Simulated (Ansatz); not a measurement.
## How methods differ on SiNH4F (SMILES N[SiH2]F)

SiNH4F has 7 atoms, charge 0, and is taken as a singlet. SMILES: `N[SiH2]F`. The shape was relaxed beforehand at PBE0/def2-SVP. This is one conformer, not always the lowest.

Each level gives the adiabatic electron affinity (to the doublet anion, shapes relaxed at PBE0/def2-SVP, no zero-point term) (eV). The values are calculated.

The electron affinity is E(neutral) − E(anion): positive where the electron is bound.

| level | kind | program | value (eV) |
| --- | --- | --- | --- |
| HF/def2-TZVP | Hartree–Fock | Ansatz | -2.50 |
| PBE/def2-TZVP | GGA | Ansatz | -1.37 |
| r2SCAN/def2-TZVP | meta-GGA | Ansatz | -1.49 |
| B3LYP/def2-TZVP | global hybrid | Ansatz | -1.53 |
| wB97M-V/def2-TZVP | range-separated hybrid | Ansatz | -1.74 |
| MP2/def2-TZVP | perturbation theory | Ansatz | -1.90 |

The values span -2.50 to -1.37 eV. Negative values mean that the anion is unbound at that level; they are set by how diffuse the basis is and aren't properties of the molecule, whose anion may well be bound.
